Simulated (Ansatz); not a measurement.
`C=C(C)CO`. The species carries charge 0 and has multiplicity 1. Geometry: relaxed with PBE0-D4/def2-TZVP. It is one conformer, not always the lowest.

```xyz
13

C    -0.824   -1.106    0.869
C    -0.027   -0.227    0.272
C     0.622    0.912    0.990
C     0.262   -0.331   -1.198
O    -0.155    0.817   -1.915
H    -1.277   -1.922    0.315
H    -1.044   -1.049    1.930
H     1.712    0.809    0.966
H     0.303    0.967    2.031
H     0.389    1.860    0.497
H    -0.196   -1.241   -1.604
H     1.341   -0.398   -1.365
H    -1.104    0.910   -1.788
```

Task: What is the dipole moment at PBE/def2-TZVPP? (Estimate.)

Result: The calculation gave: 1.10 D, with components (-0.66, -0.45, 0.76) D in this frame, pointing from negative to positive charge.

Task: And with r2SCAN, B3LYP, ωB97M-V? (Best estimate.)

Result: Ansatz gave: r2SCAN 1.13 D, B3LYP 1.21 D, ωB97M-V 1.23 D.

Task: Give the Mulliken charges with PBE, ωB97M-V, B3LYP in def2-TZVPP. (Best estimate.)

Result: Ansatz gave: 
```
atom    PBE  ωB97M-V  B3LYP
  C1  -0.19    -0.21  -0.21
  C2  -0.07    -0.08  -0.06
  C3  -0.22    -0.27  -0.22
  C4   0.06     0.03   0.08
  O5  -0.30    -0.32  -0.34
  H6   0.08     0.09   0.09
  H7   0.08     0.09   0.09
  H8   0.08     0.11   0.08
  H9   0.08     0.09   0.08
 H10   0.09     0.11   0.10
 H11   0.07     0.09   0.07
 H12   0.07     0.09   0.07
 H13   0.18     0.17   0.18
```

B3LYP here is the variant with VWN-RPA as its local correlation; programs differ in this.
